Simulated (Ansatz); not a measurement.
# NO radical: one species, many methods

How much do the methods differ for NO radical? The plan is to run it at one geometry with functionals of several rungs and with coupled cluster, and see how far each lands from CCSD(T) at the basis-set limit for the atomisation energy.

Method: functionals in def2-TZVPP, the program's frozen cores in correlated methods; program: Ansatz 0.2.0, Gaussian basis.

Plan: LDA (SPW92), PBE-D4, revPBE-D4, BLYP-D4, r2SCAN-D4, B97M-V, PBE0-D4, B3LYP-D4, r2SCANh-D4, r2SCAN0-D4, HSE06-D4, BHLYP-D4, CAM-B3LYP-D4, LC-ωPBE, ωB97X-V, ωB97M-V, B2PLYP, PBE-QIDH; CCSD(T)/def2-SVP; CCSD(T)/def2-TZVPP; CCSD(T)/def2-QZVPP; extrapolation to the limit; RPA on PBE.

## (1) The geometry

All runs share one geometry, relaxed beforehand with PBE0-D4 in a triple-zeta def2 set.

SMILES `[N]=O`, 2 atoms, charge 0, spin multiplicity 2.

Atoms are counted from 1 here; the program's logs count them from 0.

Bond lengths: N1–O2 1.140 Å.

## (2) LDA

This LDA is Slater exchange with PW92 correlation.

in.yaml reads:

```yaml
crystal:
  periodic: [false, false, false]
  atoms:
    - {symbol: N, position_ang: [-0.483598, 0.177022, -0.243984]}
    - {symbol: O, position_ang: [0.483598, -0.177022, 0.243984]}
basis:
  gaussian: {orbitals: def2-TZVPP}
magnetization: {spin_polarized: true, initial_magnetization: 1}
hamiltonian: {xc: lda}
output: {orbitals: {seedname: orbitals}}
```

The run is started by

```sh
$ ansatz run in.yaml --threads 2 --pin off --events-out ev --progress --plain --max-ram 32768MiB --backend cpu
```

Further steps of the session: PBE-D4 (GGA); revPBE-D4 (GGA); BLYP-D4 (GGA); r2SCAN-D4 (meta-GGA); B97M-V (meta-GGA); PBE0-D4 (hybrid); B3LYP-D4 (hybrid); r2SCANh-D4 (hybrid); r2SCAN0-D4 (hybrid); HSE06-D4 (hybrid); BHLYP-D4 (hybrid); CAM-B3LYP-D4 (range-separated); LC-ωPBE (range-separated); ωB97X-V (range-separated); ωB97M-V (range-separated); B2PLYP (double hybrid); PBE-QIDH (double hybrid); CCSD(T) in def2-SVP; CCSD(T) in def2-TZVPP; CCSD(T) in def2-QZVPP; RPA on PBE orbitals.

**Question.** What will the summary of the whole plan be? Wanted: atomisation energy, CCSD(T)/CBS; farthest beyond LDA; mean size of error, GGA; mean size of error, meta-GGA; mean size of error, hybrid; mean size of error, range-separated; mean size of error, double hybrid; gap, smallest and largest; T1 diagnostic.

The runs gave:

| quantity | value |
| --- | --- |
| atomisation energy, CCSD(T)/CBS | 631.7 kJ/mol |
| functionals within 3.2 kJ/mol (0.5 %) | B97M-V |
| farthest beyond LDA | PBE-D4 (+87.6 kJ/mol) |
| mean size of error, GGA | 68.0 kJ/mol |
| mean size of error, meta-GGA | 2.7 kJ/mol |
| mean size of error, hybrid | 31.3 kJ/mol |
| mean size of error, range-separated | 20.8 kJ/mol |
| mean size of error, double hybrid | 15.9 kJ/mol |
| gap, smallest and largest | -0.04 eV (LDA (SPW92)), 9.29 eV (LC-ωPBE) |
| T1 diagnostic | 0.0242 |
| triples share of the correlation energy | 4.3 % |

**Reading.** The LDA atomisation energy is off by 199.9 kJ/mol (32 %): it overbinds. PBE-D4 misses by +87.6 kJ/mol. Double hybrids carry the basis error of their MP2 part in triple zeta, and no dispersion term here, so their miss is partly the set-up's. Taken by rung, meta-GGA functionals do best (2.7 kJ/mol on average) and GGA ones worst beyond LDA (68.0 kJ/mol). RPA and LDA stand outside this count. The reference freezes the cores and leaves out relativity and excitations past (T), so misses under about 3.2 kJ/mol can't be ranked. Hartree-Fock recovers 36 % of the binding; the rest is correlation. CCSD(T) in def2-SVP is off by -57.9 kJ/mol, more than most functionals: a good method in a small basis is no reference. Orbital gaps span 0.0 to 9.3 eV; exact exchange widens them. A negative gap means that an empty level lies below a filled one: whole occupations of an open shell aren't an aufbau state there.
